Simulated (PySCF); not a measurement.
# FCI/STO-6G run of NF3 (nitrogen trifluoride)

Aim: the vertical singlet–triplet gap of NF3 (nitrogen trifluoride) at FCI/STO-6G, from 2 runs. Input form: a Python script.

The calculation is run with PySCF 2.14.0.

7 further runs of the same task are left out: 2 that didn't finish, 5 set aside as unsound or not needed.

## 1. The structure to begin with

The species is NF3 (4 atoms), meant as a singlet with charge 0. As SMILES, `FN(F)F`. The coordinates come from a PBE0-D4/def2-TZVP relaxation.

Bond lengths: F1–N2 1.360 Å, N2–F3 1.360 Å, N2–F4 1.360 Å. Angles: F1–N2–F3 102.1°, F1–N2–F4 102.1°, F3–N2–F4 102.1°.

## 2. The energy at FCI/STO-6G

Contents of job.py:

```python
from pyscf import gto, scf, mcscf
from pyscf import fci

mol = gto.M(
    atom='''
F      1.160311     0.000643     2.016205
N      0.667867    -0.140123    -0.503140
F     -1.202395    -1.901990    -0.590048
F     -0.625783     2.041490    -0.923018
''',
    verbose=4,
    unit='bohr',
    max_memory=1860,
    basis='sto-6g',
)

myscf = scf.RHF(mol)
myscf.conv_tol = 1e-10
myscf.kernel()
if not myscf.converged:
    myscf = myscf.newton().run(myscf.mo_coeff, myscf.mo_occ)

cas = mcscf.CASCI(myscf, myscf.mo_coeff.shape[-1] - 4, (mol.nelec[0] - 4, mol.nelec[1] - 4))  # full CI above the frozen core
cas.fcisolver = fci.direct_spin0.FCI(mol)  # even spin states alone
cas.kernel()
print('<S^2> = %.4f' % cas.fcisolver.spin_square(cas.ci, cas.ncas, cas.nelecas)[0])
etot = cas.e_tot
print('Final energy', etot)
```

Command:

```sh
OMP_NUM_THREADS=1 python job.py
```

The program printed:

```text
PySCF version 2.14.0

[INPUT] num. atoms = 4
[INPUT] num. electrons = 34
[INPUT] charge = 0
[INPUT] spin (= nelec alpha-beta = 2S) = 0
[INPUT] symmetry False subgroup None
[INPUT] Mole.unit = bohr
[INPUT] Symbol           X                Y                Z      unit          X                Y                Z       unit  Magmom
[INPUT]  1 F      0.614010138780   0.000340260947   1.066929738543 AA    1.160311000000   0.000643000000   2.016205000000 Bohr   0.0
[INPUT]  2 N      0.353419996326  -0.074149898326  -0.266250221902 AA    0.667867000000  -0.140123000000  -0.503140000000 Bohr   0.0
[INPUT]  3 F     -0.636280032524  -1.006489763398  -0.312239954949 AA   -1.202395000000  -1.901990000000  -0.590048000000 Bohr   0.0
[INPUT]  4 F     -0.331150102581   1.080309984321  -0.488440090869 AA   -0.625783000000   2.041490000000  -0.923018000000 Bohr   0.0

[... 44 lines left out ...]
converged SCF energy = -351.0480101307
[... 1 line left out ...]
******** <class 'pyscf.mcscf.casci.CASCI'> ********
CAS (13e+13e, 16o), ncore = 4, nvir = 0
natorb = False
canonicalization = True
sorting_mo_energy = False
******** <class 'pyscf.fci.direct_spin0.FCISolver'> ********
max. cycles = 100
conv_tol = 1e-10
davidson only = False
linear dependence = 1e-14
level shift = 0.001
max iter space = 12
nroots = 1
pspace_size = 400
spin = None
Density matrix diagonal elements [1.9957949  1.99688448 1.99688454 1.98605116 1.97097948 1.97097883
 1.99222004 1.99421236 1.99421154 1.99548667 1.97417107 1.97416708
 1.96359604 0.06419946 0.06419535 0.06596698]
CASCI converged
CASCI E = -351.194279109444  E(CI) = -157.762123821822  S^2 = 0.0000000
<S^2> = 0.0000
Final energy -351.1942791094436
```

It took 13 s on 1 thread of Arm Neoverse V2, shared host; peak memory 0.18 GiB.

## 3. The triplet at the same level

Contents of input.py:

```python
from pyscf import gto, scf, mcscf

mol = gto.M(
    atom='F 0.614010 0.000340 1.066930; N 0.353420 -0.074150 -0.266250; F -0.636280 -1.006490 -0.312240; F -0.331150 1.080310 -0.488440',
    spin=2,
    charge=0,
    basis='sto-6g',
    max_memory=1860,
    verbose=4,
)

mf = scf.ROHF(mol)
mf.conv_tol = 1e-10
mf.kernel()
if not mf.converged:
    mf = mf.newton().run(mf.mo_coeff, mf.mo_occ)

cas = mcscf.CASCI(mf, mf.mo_coeff.shape[-1] - 4, (mol.nelec[0] - 4, mol.nelec[1] - 4))  # full CI above the frozen core
cas.fix_spin_(ss=2.0)
cas.kernel()
e_tot = cas.e_tot
print('Final energy', e_tot)
```

Command:

```sh
OMP_NUM_THREADS=1 python input.py
```

The program printed:

```text
PySCF version 2.14.0

[INPUT] num. atoms = 4
[INPUT] num. electrons = 34
[INPUT] charge = 0
[INPUT] spin (= nelec alpha-beta = 2S) = 2
[INPUT] symmetry False subgroup None
[INPUT] Mole.unit = angstrom
[INPUT] Symbol           X                Y                Z      unit          X                Y                Z       unit  Magmom
[INPUT]  1 F      0.614010000000   0.000340000000   1.066930000000 AA    1.160310737744   0.000642506882   2.016205494082 Bohr   0.0
[INPUT]  2 N      0.353420000000  -0.074150000000  -0.266250000000 AA    0.667867006944  -0.140123192136  -0.503139580665 Bohr   0.0
[INPUT]  3 F     -0.636280000000  -1.006490000000  -0.312240000000 AA   -1.202394938538  -1.901990447113  -0.590048085134 Bohr   0.0
[INPUT]  4 F     -0.331150000000   1.080310000000  -0.488440000000 AA   -0.625782806150   2.041490029629  -0.923017828283 Bohr   0.0

[... 25 lines left out ...]
WARN: HOMO 0.245469629430777 >= LUMO 0.245484458376547
[... 52 lines left out ...]
converged SCF energy = -350.759142472758
[... 1 line left out ...]
******** <class 'pyscf.mcscf.casci.CASCI'> ********
CAS (14e+12e, 16o), ncore = 4, nvir = 0
natorb = False
canonicalization = True
sorting_mo_energy = False
******** <class 'pyscf.fci.addons.SpinPenaltyFCISolver'> ********
max. cycles = 200
conv_tol = 1e-08
davidson only = True
linear dependence = 1e-12
level shift = 0.001
max iter space = 12
nroots = 1
pspace_size = 400
spin = None
Density matrix diagonal elements [1.99687215 1.99766814 1.9969964  1.98074299 1.96364913 1.97367375
 1.97874248 1.95830285 1.98281545 1.97775515 1.97814601 1.74549295
 1.29489098 0.7442817  0.09759293 0.33237694]
CASCI converged
CASCI E = -350.895476030809  E(CI) = -157.463775260178  S^2 = 2.0000000
Final energy -350.8954760308094
```

Run time: 33 s. Hardware: 1 thread of Arm Neoverse V2, shared host; peak memory 0.17 GiB.

## 4. Outcome

Level: FCI/STO-6G, 4 core orbitals frozen.

| quantity | value |
| --- | --- |
| singlet: total energy | -351.19428 Eh |
| singlet: dipole moment (Hartree–Fock density) | 0.35 D |
| singlet: HOMO energy (Hartree–Fock orbitals) | -10.96 eV |
| singlet: LUMO energy (Hartree–Fock orbitals) | 12.27 eV |
| singlet: HOMO–LUMO gap (Hartree–Fock orbitals) | 23.23 eV |
| singlet: correlation energy (4 core orbitals frozen) | -146.3 mEh |
| triplet: total energy | -350.89548 Eh |
| triplet: dipole moment (Hartree–Fock density) | 1.03 D |
| triplet: correlation energy (4 core orbitals frozen) | -136.3 mEh |
| vertical energy of the triplet above the singlet | 8.131 eV |

**Reading.** At this shape the triplet lies 8.13 eV (188 kcal/mol) above the singlet. In a minimal basis such a difference can be off by several eV, whatever the method. Mulliken charges (singlet) of the mean-field density run from -0.06 on F1 to +0.18 on N2. Mulliken charges (triplet) of the mean-field density run from -0.09 on F1 to +0.11 on F3; they depend strongly on the basis.
